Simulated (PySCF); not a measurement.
Gas-phase reaction: 3 SiH₄ + 4 CF = 2 H₃SiCCH + SiH₂F₂ + 2 HF

Method: PySCF energies (xtb for GFN2) plus ideal-gas RRHO corrections (1 bar). † marks an energy on the PBE0/def2-TZVP geometry and frequencies; other levels use their own. MP2 and CCSD(T) freeze the core. Open shells (unrestricted): CF (multiplicity 2); the rest are closed-shell singlets. GFN2 has no spin-polarisation term. Spin-orbit splitting is ignored; it lowers the true energy and changes the entropy of CF. MP2 isn't extrapolated to the basis-set limit. CCSD(T) isn't extrapolated to the basis-set limit.

```csv
level,"ΔH°(298 K), kJ"
CCSD(T)/def2-SVP†,-1740
CCSD(T)/def2-TZVPP†,[?]
GFN2-xTB,[?]
MP2/def2-TZVPP†,-2017
PBE/def2-TZVP†,-1833
PBE0/def2-QZVP†,-1858
PBE0/def2-SVP†,[?]
```

Problem. Fill in the missing entries.

Solution. 
- CCSD(T)/def2-TZVPP†, ΔH°(298 K), kJ: -1858
- GFN2-xTB, ΔH°(298 K), kJ: -2118
- PBE0/def2-SVP†, ΔH°(298 K), kJ: -1753
